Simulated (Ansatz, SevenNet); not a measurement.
Graphite: volume per atom by level of theory

No measured value is used here.

| level (code) | value (Å³/atom) |
|---|---|
| SevenNet-l3i5 | 10.63 |
| PBE (Ansatz) | 11.53 |
| rVV10 (Ansatz) | 8.91 |
| r²SCAN (Ansatz) | 9.21 |
| PBE0-D4 (Ansatz) | … |

Question: Some entries are withheld; supply them.

Answer: 
- PBE0-D4 (Ansatz, a first-principles code), value (Å³/atom): 8.51

PBE: for a layered or molecular solid the relaxed cell lies over 5 % above the published volume, where the minimum can be shallow. PBE, r²SCAN: the cell comes from a level without a dispersion term, which matters for the spacing of layers, chains or molecules. PBE0-D4: exact exchange on metals is sensitive to the k mesh and can open a false gap. Cutoffs and k meshes differ between the levels. Ansatz's density-functional and Hartree–Fock values are scalar-relativistic unless marked +SOC, with PAW data made under PBE.

Machine-learned potentials (SevenNet-l3i5) are trained on DFT data: a solid inside that data is no test of them.
